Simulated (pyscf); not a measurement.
Single points on ωB97X-D3(BJ)/def2-SVP structures (PySCF, gas phase).

For the elementary gas-phase step `[OH][Ti]([OH])([OH])[OH]` + `[H][H]` → `[OH2]` + `[OH][TiH]([OH])[OH]` (singlet surface; O–Ti, H–H broken, H–O, H–Ti formed), what barrier and reaction energy does ωB97M-D3(BJ)/def2-TZVP give, measured from the separated reactants?

ΔE‡ = 138.5 kJ/mol, ΔE = +116.6 kJ/mol. Zero-point energy shifts the barrier by +15.2 kJ/mol. It is a four-centre exchange, with an imaginary mode of 1151i cm⁻¹. On the product side the descent ends in an adduct with a O–Ti contact (not fully relaxed), 48.5 kJ/mol under the separated species and 61.0 kJ/mol under the saddle at ωB97X-D3(BJ)/def2-TZVP. What is counted as broken (O–Ti) persists as a longer contact in the product adduct; parting that adduct is a step of its own. At the saddle there is also a short H–Ti contact that neither side keeps. This is the saddle that the search found; another between the same sides may lie lower.
